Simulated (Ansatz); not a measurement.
# SiPH3+ (doublet): from Hartree-Fock to the top rungs, cc-pVDZ

One table from this session's results is given with a row withheld; the runs are named, their logs left out.

Computed with Ansatz 0.2.0, Gaussian basis. Level: cc-pVDZ, core rule «outside noble gas», up to 10 orbitals frozen.

To be run: UHF; CCSD(T) on ROHF; CCSD(T) on UHF; BCCD(T) on ROHF; CISD as a restricted active space (open shells left free, so some higher excitations enter); CCSDT(Q) on ROHF; CCSDT(Q) on UHF.

17 further runs of the same task are left out: 8 that didn't finish, 9 set aside as unsound or not needed. Runs told in other sessions of the task aren't counted.

## The system

The geometry is a PBE0/def2-TZVP stationary point (not a proven minimum) of the parent state, kept for this charge and spin.

5 atoms, charge 1, spin multiplicity 2.

Atoms are counted from 1 here; the program's logs count them from 0.

Bond lengths: Si1–P2 2.245 Å, Si1–H3 1.494 Å, Si1–H4 1.494 Å, P2–H5 1.424 Å. Angles: P2–Si1–H3 109.9°, P2–Si1–H4 109.9°, H3–Si1–H4 107.8°, Si1–P2–H5 95.3°.

Set-up of the first run:

Contents of in.yaml:

```yaml
crystal:
  periodic: [false, false, false]
  atoms:
    - {symbol: Si, position_ang: [-0.115193, 0.000000, 1.136422]}
    - {symbol: P, position_ang: [0.110612, 0.000000, -1.097420]}
    - {symbol: H, position_ang: [0.548626, -1.206414, 1.714912]}
    - {symbol: H, position_ang: [0.548640, 1.206407, 1.714913]}
    - {symbol: H, position_ang: [-1.286574, 0.000008, -1.371929]}
basis:
  gaussian: {orbitals: cc-pVDZ}
total_charge: 1
magnetization: {spin_polarized: true, initial_magnetization: 1}
hamiltonian: {xc: hf}
output: {orbitals: {seedname: orbitals}}
```

Started as:

```console
ansatz run in.yaml --threads 1 --pin off --events-out ev --progress --plain --max-ram 2393MiB
```

Among the steps run: UHF; CCSD(T) on ROHF; CCSD(T) on UHF; BCCD(T) on ROHF; CISD as a restricted active space (open shells left free, so some higher excitations enter); CCSDT(Q) on ROHF; CCSDT(Q) on UHF.

One of the session's tables, all rows but one given; the rest of the session is left out.

| method | from UCCSDT(Q) (meV) |
| --- | --- |
| ROHF | +6499.7 |
| UHF | +6310.2 |
| RMP2 | +1423.9 |
| UMP2 | +1561.2 |
| CISD | +836.0 |
| RCCSD | +282.7 |
| UCCSD | +285.4 |
| RCCSD(T) | ? |
| UCCSD(T) | +74.7 |
| BCCD(T) | +64.4 |
| RCCSDT | +16.2 |
| UCCSDT | +16.1 |
| RCCSDT(Q) | +2.4 |
| UCCSDT(Q) | 0 |

**Question.** Estimate the row for RCCSD(T).

As computed: from UCCSDT(Q) (meV): +63.7. In the column «from UCCSDT(Q) (meV)» it lies between RCCSDT (+16.2) and BCCD(T) (+64.4).

Limits of these values: Restricted and unrestricted rows rest on different reference determinants; a gap between their highest levels can come from leftover correlation error, from unlike frozen cores or from another state.
